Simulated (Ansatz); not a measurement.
Basis-set extrapolation for C₄H₇FO, SMILES `CC(C)(F)C=O` (PBE0-D4/def2-TZVP geometry, frozen core, the Gaussian-basis code of Ansatz). Multiplicity 1, RHF reference.

```json
{"": "HF", "def2-TZVPP": "-329.980390", "def2-QZVPP": "-329.995133"}
{"": "MP2 correlation", "def2-TZVPP": "-1.150640", "def2-QZVPP": "-1.236419"}
{"": "CCSD(T) correlation", "def2-TZVPP": "-1.233521", "def2-QZVPP": "not run"}
```

Energies in hartree. Use E(X) = E(∞) + A·exp(−7.88·√X) for Hartree–Fock and E(X) = E(∞) + B·X^(−2.97) for correlation, with X = 3 and 4, and add CCSD(T) minus MP2 of the smaller set to the MP2 limit.

**Question.** What is the CCSD(T) energy at the basis-set limit?

**Answer.** HF limit: -329.995133 + (-0.014743) × 0.13774 = -329.99716. MP2 limit: -1.236419 + (-0.085779) × 0.74074 = -1.29996. Higher-order term: -1.233521 − (-1.150640) = -0.08288. Total: -331.38000 hartree, 436.1 kJ/mol below CCSD(T)/def2-TZVPP.
